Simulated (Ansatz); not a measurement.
A run for Ansatz (a first-principles code): R-RI-MP2/aug-cc-pVTZ on CH5N (SMILES CN) with ghost functions. Files ending in .json are basis or fitting sets from the Basis Set Exchange.

Ansatz 0.2 input:
```yaml
crystal:
  periodic: [false, false, false]
  atoms:
    - {symbol: N, position_ang: [-1.14309320, -0.82337063, -0.34450801]}
    - {symbol: H, position_ang: [-1.23878020, -1.79220163, -0.06865501]}
    - {symbol: H, position_ang: [-1.73223320, -0.70993563, -1.15926801]}
    - {symbol: C, position_ang: [-1.62653820, 0.04470937, 0.73586899]}
    - {symbol: H, position_ang: [-1.52238920, 1.08177537, 0.42801699]}
    - {symbol: H, position_ang: [-2.66436620, -0.12869463, 1.02699999]}
    - {symbol: H, position_ang: [-0.99465220, -0.09497563, 1.60910999]}
basis:
  gaussian:
    orbitals: aug-cc-pVTZ
    fitting: {mean_field: def2-universal-JKFIT, correlation: aug-cc-pVTZ-RIFIT.json}
    ghost_atoms:
      - {symbol: O, position_ang: [2.44184180, 0.74460637, -0.27544801]}
      - {symbol: H, position_ang: [1.62432480, 0.24833337, -0.44860101]}
      - {symbol: H, position_ang: [3.02374380, 0.48610837, -0.99119401]}
magnetization: {spin_polarized: false}
correlation: {method: mp2, electrons: outside_noble_gas}
scf: {lower_state_search: off}
```

It printed:

```
WARN ansatz: RAYON_NUM_THREADS=1 ignored (pool sized by the plan → 1); use --threads N
Functional definition: HF
these checks for a lower state are left out or cut short: stability, starts, cluster_reference, orbital_swaps, neighbouring_geometries, increment
integrals: 0.27 GiB planned
355 factors; integrals over basis functions are off by at most 9.6e-1 eV
mean field: 0.46 GiB planned
mean field evaluation 1: about -2589.6050 eV, gradient 3.3e1 eV
mean field evaluation 2: about -2591.4441 eV, gradient 1.7e1 eV
mean field evaluation 4: about -2592.0319 eV, gradient 6.1e-1 eV
mean field -2592.03325352 eV, -95.2554651237 hartree, gradient 3.0e-6 eV, S^2 0.000000; 0 other end points of the search recorded, 0 dependent functions left out
2 core orbitals not correlated
640 factors; their error is unknown
reference -2592.03325352 eV, -95.2554651237 hartree; 7, 7 occupied and 290, 290 virtual orbitals, 640 factors
second order -11.20304461 eV of doubles, -0.00000000 eV of singles
Total energy: -2603.23629814 eV, -95.6671694196 hartree
Checks for a lower state left out: stability, starts, cluster_reference, orbital_swaps, neighbouring_geometries, increment
```

The calculation finished and met its thresholds.

Cost: around 2.1 core-seconds (rough).
